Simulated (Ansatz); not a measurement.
**C3HN: taking an electron away**

The task here is to estimate one member of a computed series from the others.

Computed with Ansatz 0.2.0, Gaussian basis. Level: unrestricted cation, the program's frozen cores in correlated methods.

The runs, in order: UKS PBE-D4/def2-TZVPP; UKS r2SCAN-D4/def2-TZVPP; UKS PBE0-D4/def2-TZVPP; UKS B3LYP-D4/def2-TZVPP; UKS wB97X-V/def2-TZVPP; UKS wB97M-V/def2-TZVPP; UKS B2PLYP/def2-TZVPP; UHF-CCSD(T)/def2-TZVPP; UHF-MP2/def2-QZVPP; extrapolation to the limit; then −ε(HOMO) from the neutral's earlier runs with LDA (SPW92), PBE-D4, revPBE-D4, BLYP-D4, r2SCAN-D4, B97M-V, PBE0-D4, B3LYP-D4, r2SCANh-D4, r2SCAN0-D4, HSE06-D4, BHLYP-D4, CAM-B3LYP-D4, LC-ωPBE, ωB97X-V, ωB97M-V.

1 further run of the same task is left out (it didn't finish).

## The relaxed structure

The geometry comes from an earlier relaxation with PBE0-D4 in a triple-zeta def2 set; it is a stationary point.

SMILES `C#CC#N`, 5 atoms, charge 0, spin multiplicity 1.

Atoms are counted from 1 here; the program's logs count them from 0.

Bond lengths: C1–C2 1.201 Å, C1–H5 1.066 Å, C2–C3 1.369 Å, C3–N4 1.154 Å. Angles: C2–C1–H5 179.9°, C1–C2–C3 180.0°, C2–C3–N4 180.0°.

As a file:

```
C    -0.13776    1.25298    0.14881
C    -0.00032    0.06885    0.00210
C     0.15749   -1.28064   -0.16502
N     0.29106   -2.41839   -0.30557
H    -0.26057    2.30349    0.27828
```

Set-up of the first run:

Contents of in.yaml:

```yaml
crystal:
  periodic: [false, false, false]
  atoms:
    - {symbol: C, position_ang: [-0.137763, 1.252984, 0.148808]}
    - {symbol: C, position_ang: [-0.000320, 0.068851, 0.002099]}
    - {symbol: C, position_ang: [0.157494, -1.280641, -0.165016]}
    - {symbol: N, position_ang: [0.291058, -2.418386, -0.305570]}
    - {symbol: H, position_ang: [-0.260568, 2.303492, 0.278280]}
basis:
  gaussian: {orbitals: def2-TZVPP}
total_charge: 1
magnetization: {spin_polarized: true, initial_magnetization: 1}
hamiltonian: {xc: pbe, dispersion: d4}
```

Steps of the session up to this table: Cation, UKS PBE-D4/def2-TZVPP; Cation, UKS r2SCAN-D4/def2-TZVPP; Cation, UKS PBE0-D4/def2-TZVPP; Cation, UKS B3LYP-D4/def2-TZVPP; Cation, UKS wB97X-V/def2-TZVPP; Cation, UKS wB97M-V/def2-TZVPP; Cation, UKS B2PLYP (frozen core)/def2-TZVPP; Cation, UHF-CCSD(T)/def2-TZVPP; Cation, UHF-MP2/def2-QZVPP.

One table of the session follows, with a row left open; its other results are not shown here.

For comparison, −ε(HOMO) of the neutral from earlier runs:

```
  functional  −ε(HOMO) (eV)
 LDA (SPW92)           8.07
      PBE-D4           7.85
   revPBE-D4           7.78
     BLYP-D4              ?
   r2SCAN-D4           8.08
      B97M-V           8.02
     PBE0-D4           9.04
    B3LYP-D4           8.80
  r2SCANh-D4           8.53
  r2SCAN0-D4           9.20
    HSE06-D4           8.64
    BHLYP-D4          10.07
CAM-B3LYP-D4          10.35
     LC-ωPBE          11.76
     ωB97X-V          11.32
     ωB97M-V          11.19
```

**Question.** Estimate the row for BLYP-D4.

Worked estimate for «−ε(HOMO) (eV)». Against the share of exact exchange, B3LYP-D4 (0.2, 8.80), BHLYP-D4 (0.5, 10.07) give a slope of 4.23 per unit share; at 0 the line stands at 7.95.

The run gave: −ε(HOMO) (eV): 7.68. In «−ε(HOMO) (eV)» the line misses by +0.27.
